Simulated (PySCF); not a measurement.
## How far each method lies from full CI for CN, doublet

Geometry: MP2(full)/6-31G*, from the G2/97 set.

```xyz
2

C     0.0000    0.0000    0.0000
N     0.0000    0.0000    1.1348
```

Basis STO-3G; PySCF 2.14.0. Only valence electrons are correlated (noble-gas cores frozen), which leaves 9 electrons in 8 orbitals. Prefix R: restricted or restricted open-shell reference; prefix U: unrestricted.

Full CI is exact within this basis and frozen core; it isn't the basis-set limit. The frozen core follows each run's orbitals, which can shift R against U totals by a few meV.

Unrestricted rows (U) aren't spin-pure: their determinants' ⟨S²⟩ exceeds S(S+1) by up to 0.36, so they mix in states of higher spin.

* UHF ⟨S²⟩: 1.111
* T1 diagnostic (RCCSD): 0.0529
* largest doubles amplitude (RCCSD): 0.134
* T1 diagnostic (UCCSD): 0.0883

| level | E − E(RHF) (eV) |
| --- | --- |
| UHF | -0.4676 |
| RMP2 | -4.0071 |
| UMP2 | -3.1994 |
| RCCSD | -4.3488 |
| UCCSD | -4.3882 |
| RCCSD(T) | -4.4015 |
| UCCSD(T) | -4.4086 |

Estimate how far full CI in STO-3G lies from RCCSD(T). The table doesn't fix it; the size of (T) and the diagnostics are the guide.

Full CI in STO-3G lies 2.94 mEh below RCCSD(T), which is 152 % of the (T) step (-1.94 mEh). T1 is raised, a doubles amplitude is large, and the rest is a large part of (T). The miss exceeds 1 kcal/mol.

The other levels:

```json
{"level": "RCCSDT", "E − E(full CI) (mEh)": "1.86", "share of correlation (%)": "98.87", "wall time": "0.55 s"}
{"level": "UCCSDT", "E − E(full CI) (mEh)": "2.05", "share of correlation (%)": "98.75", "wall time": "0.55 s"}
```

The correlation energy at full CI, counted from RHF, is -4.481 eV. That run took 0.21 s on 1 thread of Intel Xeon, shared host over 1,000 determinants.

Times are those of the correlated step on a shared host, with one SCF added for the restricted CCSD run; they ran on 1 thread of Intel Xeon.

The full-CI state has the irrep A1 of C2v, in the program's axes (one component, if the state is degenerate).

Natural occupations of full CI about the gap: 1.992 1.948 1.916 1.916 1.030 0.091 0.091 0.016; effectively unpaired electrons, Σ n²(2−n)², 1.12.

Atomization energy (electronic, same basis, no zero-point term; atoms at the same level, unrestricted beside the R rows where the molecule is a closed shell; the atoms' step beyond CCSDT comes from their full CI) at full CI: 582.6 kJ/mol. Errors of other levels:

| level | error (kJ/mol) |
| --- | --- |
| RHF | -379.3 |
| UHF | -334.2 |
| RMP2 | -18.5 |
| UMP2 | -96.4 |
| RCCSD | -12.8 |
| UCCSD | -9.0 |
| RCCSD(T) | -7.7 |
| UCCSD(T) | -7.0 |
| RCCSDT | -4.9 |
| UCCSDT | -5.4 |

This basis is far from its limit, so the value isn't to be set against a measured one.
